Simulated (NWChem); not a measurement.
Program: NWChem. System: hydroxide (HO (-1)), charge -1, spin multiplicity 1, at a geometry optimised with PBE0/def2-SVP. Level: B2PLYP/def2-SVPD, 1 core orbitals frozen.

The NWChem input:

```
start mol
memory heap 200 mb stack 800 mb global 1000 mb
charge -1
geometry units angstroms nocenter noautoz
  O      0.000000     0.000000     0.108959
  H      0.000000     0.000000    -0.871672
  symmetry group C2v
end
basis spherical
  * library def2-svpd
end
dft
  xc hfexch 0.53 becke88 0.47 lyp 0.73 mp2 0.27
  dftmp2
  semidirect memsize 60000000 filesize 0
  iterations 100
end
mp2
  freeze core 1
end
task dft energy
```

Output (cleaned and shortened):

```
             Northwest Computational Chemistry Package (NWChem) 7.3.0
             --------------------------------------------------------

                                NWChem Input Module
                                -------------------

 Scaling coordinates for geometry "geometry" by  1.889725989
 (inverse scale =  0.529177249)

 Turning off AUTOSYM since
 SYMMETRY directive was detected!

                             Geometry "geometry" -> ""
                             -------------------------

 Output coordinates in angstroms (scale by  1.889725989 to convert to a.u.)

  No.       Tag          Charge          X              Y              Z
 ---- ---------------- ---------- -------------- -------------- --------------
    1 O                    8.0000     0.00000000     0.00000000     0.10895900
    2 H                    1.0000     0.00000000     0.00000000    -0.87167200

 Effective nuclear repulsion energy (a.u.)       4.3170346359

            Nuclear Dipole moment (a.u.)
            ----------------------------
        X                 Y               Z
 ---------------- ---------------- ----------------
     0.0000000000     0.0000000000     0.0000000000

      Symmetry information
      --------------------

 Group name             C2v
 Group number             16
 Group order               4
 No. of unique centers     2

      Symmetry unique atoms

     1    2


 Summary of "ao basis" -> "" (spherical)
 ------------------------------------------------------------------------------
       Tag                 Description            Shells   Functions and Types
 ---------------- ------------------------------  ------  ---------------------
 *                         def2-svpd                  on all atoms

  dft_input: which_mp2 not specified, using semidirect MP2 by default.

                                 NWChem DFT Module
                                 -----------------

 Summary of "ao basis" -> "ao basis" (spherical)
 ------------------------------------------------------------------------------
       Tag                 Description            Shells   Functions and Types
[...]
           3.255794984268           0.000000000000           0.000000000000
           0.000000000000           3.255794984268           0.000000000000
           0.000000000000           0.000000000000           0.000000000000

     Multipole analysis of the density
     ---------------------------------

     L   x y z        total         alpha         beta         nuclear
     -   - - -        -----         -----         ----         -------
     0   0 0 0     -1.000000     -5.000000     -5.000000      9.000000

     1   1 0 0     -0.000000     -0.000000     -0.000000      0.000000
     1   0 1 0     -0.000000     -0.000000     -0.000000      0.000000
     1   0 0 1     -0.580949     -0.290475     -0.290475      0.000000

     2   2 0 0     -7.796319     -3.898160     -3.898160      0.000000
     2   1 1 0     -0.000000     -0.000000     -0.000000      0.000000
     2   1 0 1     -0.000000     -0.000000     -0.000000      0.000000
     2   0 2 0     -7.796319     -3.898160     -3.898160      0.000000
     2   0 1 1     -0.000000     -0.000000     -0.000000      0.000000
     2   0 0 2     -6.027012     -4.539758     -4.539758      3.052505

                   NWChem MP2 Semi-direct Energy/Gradient Module
                   ---------------------------------------------

  Basis functions       =     31
  Molecular orbitals    =     31
  Frozen core           =      1
  Frozen virtuals       =      0
  Active alpha occupied =      4
  Active beta occupied  =      4
  Active alpha virtual  =     26
  Active beta virtual   =     26
  Use MO symmetry       = T
  Use skeleton AO sym   = T

  AO/Fock/Back tols     =   1.0D-09  1.0D-09  1.0D-09

 GA uses MA = F    GA memory limited = T

 Available:
  local mem=  3.29D+07
 global mem=  1.31D+08
 local disk=  0.00D+00
  mp2_memr nvloc                    26
  nvloc new                    26
   1 passes of   4:        2097152                       4612                    177079.
   1 passes of   4: M     32856323           G      131070078           F      30759171.

 Semi-direct pass number   1 of   1  for RHF alpha+beta  at        0.9s
  vrange nnbf                   496
  mp2_eaftype                    10  avail_ma_in_mb                   286
 EAF : mp2_eaftype filesize          10      88539.
  mp2_eaf for mointskh                     10
Node 0 wrote      0.4 Mb in      0.0 s     Agg I/O rate:   718.4 Mb/s
 Done moints_semi at        1.0s
  mp2_eaftype                    10  avail_ma_in_mb                   286
 EAF : mp2_eaftype filesize          10      88539.
  mp2_eaf for kh                    10
 Done maket at        1.0s
 Done multipass loop at        1.0s

          -------------------------------------------
          DFT energy                     -75.606573655023
          Unscaled MP2 energy             -0.296761463734
          Total DFT+MP2 energy           -75.686699250232
          -------------------------------------------

 -----------------------
 Performance information
 -----------------------

 Timer overhead =  1.76D-07 seconds/call

               Nr. of calls         CPU time (s)                 Wall time (s)                GFlops
             ---------------    -------------------     ------------------------------   -------------------
Name         Min   Avg   Max    Min     Avg     Max     Min     Avg     Max   Mx/calls   Min     Max     Sum
mp2: moin     1     1     1   0.18    0.18    0.18     0.18    0.18    0.18    0.18      0.0     0.0     0.0
mp2: make     1     1     1   1.63E-2 1.63E-2 1.63E-2  1.63E-2 1.63E-2 1.63E-2 1.63E-2   0.0     0.0     0.0
mp2: tota     1     1     1   0.24    0.24    0.24     0.24    0.24    0.24    0.24      0.0     0.0     0.0

 The average no. of pstat calls per process was 3.00D+00
 with a timing overhead of 5.28D-07s

 Task  times  cpu:        1.0s     wall:        1.0s

 Total times  cpu:        1.1s     wall:        1.1s
```
